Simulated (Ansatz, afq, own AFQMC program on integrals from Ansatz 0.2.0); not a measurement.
CH₂Al, doublet in cc-pVDZ along one coordinate

```yaml
atoms:
  - { symbol: Al, position_ang: [0.0000, 0.0000, 0.7050] }
  - { symbol: C, position_ang: [0.0000, 0.0000, -1.2658] }
  - { symbol: H, position_ang: [0.0000, -0.8961, -1.8941] }
  - { symbol: H, position_ang: [0.0000, 0.8961, -1.8941] }
```

The Al1–C2 distance is changed with both sides rigid. Energies in mEh count from this geometry (1.971 Å) at the same level; the start stands on UHF, each point on the determinant named.

Basis cc-pVDZ. Noble-gas cores (and the filled d shells of Ga–Kr and In–Xe) are frozen. Ansatz 0.2.0 and our own AFQMC program on the same integrals; the CISD trial comes from CCSD amplitudes, and released means the phaseless constraint is let go. Error bars are statistical, one sigma.

Cautions, each for one point or more: an unrestricted solution with more broken spin lies lower; higher spins were not checked; raised T1 diagnostic; strong correlation; the determinant is a saddle point among determinants of its kind; the ph-AFQMC/CISD walk drifts between its halves; unrestricted determinant slightly spin contaminated; unrestricted determinant spin contaminated; walk and cluster series may follow different spin states.

```
r(Al1–C2) / Å   det.     T1  weight  ⟨S²⟩  CCSD(T)  ph-AFQMC/CISD  released AFQMC  CCSDT(Q)  r2SCAN  B2PLYP
        1.761    UHF  0.050    0.84  0.85     19.0     19.3 ± 0.6     19.0 ± 0.7*         –    17.0    17.7
        2.216    UHF  0.021    0.87  0.77      7.6      7.5 ± 0.6      7.2 ± 0.6*       7.4     8.5     8.3
        2.658    UHF  0.039    0.84  0.87     44.8     44.6 ± 0.8     44.0 ± 1.1*      43.9    45.9    46.1
        3.652   UHF¶  0.050    0.83  1.66    113.4    110.0 ± 0.8    108.8 ± 1.0*     109.2  111.8§  116.6§
        5.446  UHF†¶  0.011    0.89  1.78    127.2    128.3 ± 0.5    128.4 ± 0.6*     127.6       –       –
```

Weight is that of the determinant in the CISD state; at the start T1 is 0.014 and the weight 0.88, and ⟨S²⟩ is 0.76. ¶ marks points with a poor determinant and no full CI, where no value is sure; they don't count among the departures. An asterisk marks released energies that aren't shown to be converged. A dagger marks points whose determinant fills other symmetries than the start's, so the wave-function levels may follow another state there, or a degenerate partner. Symmetry can't show for every point that it stays on the start's state. A dash marks a missing value, a released energy that hasn't settled or a functional that sits on another state. § marks a functional whose ⟨S²⟩ is too high by over 0.1. Largest departures from phaseless AFQMC with a CISD trial: CCSD(T) -0.3 mEh at 1.761 (on UHF) (within the noise), CCSDT(Q) -0.7 mEh at 2.658 (on UHF) (within the noise). The walk's constraint bias lies outside its error bars, so these are departures and not errors. The functionals aren't scored here. In this small basis the wave-function levels are far from their limit, so their gap to the functionals isn't the functionals' error.

Some points may be missing: those where a free walk finds a much lower state, and past Zn most of those on another determinant than at the start.

CCSDT and higher add their correlation energy to the determinant of the CCSD(T) run, since their own runs factorise the integrals more tightly (a shift of under 2 meV). A walk keeps the symmetry of its determinant, which the program's search chose and which needn't be the lowest solution, so a lower state of the same spin and another symmetry isn't excluded.
